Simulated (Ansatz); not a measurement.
Two isomers of C4H5N: A = `C#C/N=C\C`, B = `C=C1CC1=N`.

Gas-phase electronic energies from Ansatz, PBE0-D4/def2-TZVP geometries. CBS: MP2 limit from def2 TZ/QZ plus the TZ coupled-cluster correction, frozen cores. DFT in def2-TZVPP. B3LYP here is the variant with VWN-RPA as its local correlation; programs differ in this. Each species was taken in one conformer, which may not be the lowest.

Task: Which is lower in electronic energy at CCSD(T)/CBS, and by how much? (Estimate.)

Result: The calculation gave: A, by 40.7 kJ/mol.

Task: Give E(B) − E(A) in kJ/mol with LDA (SPW92), HF/def2-TZVPP, BLYP-D4, B3LYP-D4, r2SCAN-D4, CCSD(T)/def2-SVP, MP2/def2-TZVPP. (An estimate is asked.)

Result: Computed: LDA (SPW92) 16.8, HF/def2-TZVPP 53.3, BLYP-D4 41.3, B3LYP-D4 38.8, r2SCAN-D4 27.4, CCSD(T)/def2-SVP 34.0, MP2/def2-TZVPP 44.4. None reverses the order clearly.

Task: Does the order hold for the free energy at 298.15 K (harmonic terms from PBE0-D4)? (An estimate is asked.)

Result: The calculation gave: Yes: G(B) − G(A) = +45.9 kJ/mol, for one conformer each.

Largest T1 diagnostic: 0.014.

In def2-TZVPP, CCSD(T) changes the Hartree–Fock value by −14.1 kJ/mol (the triples alone add −0.1 kJ/mol) and MP2 by −8.9 kJ/mol. Leaving LDA and LC-ωPBE aside and taking each functional with its dispersion term where it has one, the values, not all of them listed here, spread over 24.0 kJ/mol, from PBE0-D4 to B2PLYP. LDA lies −4.4 kJ/mol from PBE without D4.
